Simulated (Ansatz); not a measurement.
Input file:

```yaml
crystal:
  periodic: [false, false, false]
  atoms:
    - {symbol: O, position_ang: [0.000000, 0.000000, 0.000000]}
    - {symbol: O, position_ang: [0.000000, 0.000000, 2.459000]}
basis:
  gaussian: {orbitals: 6-31G}
total_charge: 1
magnetization: {spin_polarized: true, initial_magnetization: 3}
correlation: {method: ccsdtq, electrons: outside_noble_gas}
```

```sh
$ ansatz run in.yaml --threads 1 --pin off --events-out ev --progress --plain --max-ram 2393MiB
```

Log:

```
255 factors; integrals over basis functions are off by at most 2.8e-8 eV
mean field evaluation 1: about -4048.5923 eV, gradient 6.9e0 eV
mean field evaluation 2: about -4048.6110 eV, gradient 7.0e0 eV
mean field evaluation 4: about -4049.0229 eV, gradient 4.0e-1 eV
mean field evaluation 8: about -4049.0226 eV, gradient 1.5e-2 eV
mean field evaluation 16: about -4049.0226 eV, gradient 3.0e-4 eV
mean field evaluation 32: about -4056.9326 eV, gradient 4.2e-6 eV
mean field evaluation 64: about -4056.9317 eV, gradient 1.8e-1 eV
mean field evaluation 96: about -4055.3450 eV, gradient 4.8e-7 eV
mean field evaluation 128: about -4054.2849 eV, gradient 3.6e-5 eV
mean field evaluation 160: about -4054.3216 eV, gradient 4.8e-1 eV
...
cycle 134  -4.38317118 eV  change    1.8e-7 eV  update   9.9e-7
cycle 135  -4.38317025 eV  change    9.4e-7 eV  update   2.5e-6
cycle 136  -4.38317002 eV  change    2.3e-7 eV  update   2.1e-6
cycle 137  -4.38317043 eV  change   -4.0e-7 eV  update   7.3e-7
cycle 138  -4.38317039 eV  change    3.1e-8 eV  update   1.7e-6
cycle 139  -4.38317054 eV  change   -1.4e-7 eV  update   2.0e-6
cycle 140  -4.38317046 eV  change    8.2e-8 eV  update   1.1e-6
cycle 141  -4.38317033 eV  change    1.2e-7 eV  update   4.8e-7
cycle 142  -4.38317024 eV  change    9.3e-8 eV  update   4.4e-7
cycle 143  -4.38317030 eV  change   -6.3e-8 eV  update   2.5e-7
WARN: the results are in doubt because among natural orbitals full CI differs from the method by +0.193 eV
Total energy: -4061.31574631 eV, -149.2506008184 hartree
In doubt: among natural orbitals full CI differs from the method by +0.193 eV
```

Ran on 1 thread of Arm Neoverse V2, shared host: 3.3 min wall, 0.46 GiB peak host memory.
